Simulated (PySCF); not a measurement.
## Cost of response and excited-state runs on `O=c1cc1C=S`, C$_{4}$H$_{2}$OS

Molfile (atoms numbered from 1):
```
C4H2OS
     RDKit          3D

  8  8  0  0  0  0  0  0  0  0999 V2000
   -1.5362    1.8994   -0.3821 O   0  0  0  0  0  0  0  0  0  0  0  0
   -1.1544    0.8014   -0.1630 C   0  0  0  0  0  0  0  0  0  0  0  0
   -1.2103   -0.5491    0.1834 C   0  0  0  0  0  0  0  0  0  0  0  0
    0.0380   -0.0997   -0.1024 C   0  0  0  0  0  0  0  0  0  0  0  0
    1.4259   -0.2082   -0.1352 C   0  0  0  0  0  0  0  0  0  0  0  0
    2.2921   -0.3612    1.2448 S   0  0  0  0  0  0  0  0  0  0  0  0
   -1.7755   -1.4224    0.4149 H   0  0  0  0  0  0  0  0  0  0  0  0
    1.9295   -0.0508   -1.0852 H   0  0  0  0  0  0  0  0  0  0  0  0
  1  2  2  0
  2  3  1  0
  3  4  2  0
  4  5  1  0
  5  6  2  0
  4  2  1  0
  3  7  1  0
  5  8  1  0
M  END
```

PySCF with density fitting, on 1 thread of an Arm Neoverse N1, shared host. Command: `OMP_NUM_THREADS=1 python excited_run.py task.json out`

(1) How long does each of these runs take, and how much memory?
- first hyperpolarisability, BHandHLYP/def2-SVPD; wavelengths [1064] nm
- first hyperpolarisability, BHandHLYP/def2-SVPD; wavelengths [1064] nm
- excited states, CAM-B3LYP/def2-SVP; Tamm-Dancoff; spin-orbit couplings; 6 states; 5 triplets; quadratic response for 4 states
- excited states, CAM-B3LYP/def2-SVP; Tamm-Dancoff; spin-orbit couplings; 6 states; 5 triplets; quadratic response for 4 states
- excited states, LC-wPBE/def2-SVPD; two-photon moments; 6 states; quadratic response for 5 states; 0 triplets
- excited states, LC-wPBE/def2-SVPD; two-photon moments; 6 states; quadratic response for 5 states; 0 triplets

## Answers

(1) 
```tsv
run	level	basis functions	wall time	peak memory (GiB)
first hyperpolarisability	BHandHLYP/def2-SVPD	146	18 s	0.56
first hyperpolarisability	BHandHLYP/def2-SVPD	146	10 s	0.55
excited states	CAM-B3LYP/def2-SVP	98	14 s	0.47
excited states	CAM-B3LYP/def2-SVP	98	7.9 s	0.46
excited states	LC-wPBE/def2-SVPD	146	35 s	0.53
excited states	LC-wPBE/def2-SVPD	146	21 s	0.53
```
Times from a shared host are rough.
